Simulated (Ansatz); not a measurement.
C3H9NS can be A, `CCNCS`, or B, `CSC(C)N`.

Program: Ansatz. Geometries: PBE0-D4/def2-TZVP. ΔE: electronic, gas phase. CCSD(T)/CBS is the MP2 limit (def2-TZVPP, def2-QZVPP) plus CCSD(T) − MP2 in def2-TZVPP, frozen cores. DFT in def2-TZVPP. One conformer a species, not always the lowest.

Q: Which isomer does CCSD(T)/CBS put lower? Give the gap. (An estimate is asked.)

A: The calculation gave: B, by 37.7 kJ/mol.

Q: Give E(B) − E(A) in kJ/mol with CCSD/def2-TZVPP, B2PLYP, ωB97M-V, CCSD(T)/def2-TZVPP, HF/def2-TZVPP, PBE0-D4, MP2/def2-TZVPP. (An estimate is asked.)

A: Computed: CCSD/def2-TZVPP -31.3, B2PLYP -34.8, ωB97M-V -36.0, CCSD(T)/def2-TZVPP -34.0, HF/def2-TZVPP -24.4, PBE0-D4 -36.8, MP2/def2-TZVPP -39.6. None reverses the order clearly.

Largest T1 diagnostic: 0.010.

In def2-TZVPP, CCSD(T) changes the Hartree–Fock value by −9.7 kJ/mol (the triples alone add −2.8 kJ/mol) and MP2 by −15.2 kJ/mol. The D4 term adds −3.5 kJ/mol with B3LYP and −1.7 kJ/mol with PBE0; it sums over pairs of atoms, weighted by their polarisabilities, and B3LYP, whose exchange is more repulsive, gets the larger term.

B3LYP here is the variant with VWN-RPA as its local correlation; programs differ in this.
